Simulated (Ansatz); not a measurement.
# Predicting a hybrid from its neighbours: C2H3F3 (1,1,2-trifluoroethane)

The species is C2H3F3 (8 atoms), meant as a singlet with charge 0. As SMILES, `FCC(F)F`. The shape is that of a PBE0-D4/def2-TZVP optimisation. This is one conformer, not always the lowest.

The vertical energy of the triplet above the singlet y, in eV, basis def2-SVP; a is the functional's share of exact exchange. Programs: Ansatz 0.2.0.

| functional | program | a | y (eV) |
| --- | --- | --- | --- |
| revPBE | Ansatz | 0 | 8.30 |
| r2SCAN | Ansatz | 0 | 8.71 |
| B3LYP | Ansatz | 0.2 | 9.03 |
| PBE0 | Ansatz | 0.25 | 9.10 |
| r2SCAN0 | Ansatz | 0.25 | ? |
| BHLYP | Ansatz | 0.5 | 9.95 |

**Question.** Fit y = c + s·a to the known rows and predict r2SCAN0.

**Answer.** 
1. Means of the 5 rows: a = 0.1900, y = 9.018.
2. Σ(Δa)² = 0.172, Σ(Δa·Δy) = 0.4889, so the slope is 0.4889/0.172 = 2.8424.
3. Intercept: 9.018 − (2.8424) × 0.1900 = 8.478. The largest residual of the fit is 0.23.
4. r2SCAN0: 8.478 + (2.8424) × 0.25 = 9.19 eV.

The run gave 9.34 eV, so the prediction is off by -0.15 eV, within the scatter of the fit. The rows mix families of semi-local functionals, which the line can't see.
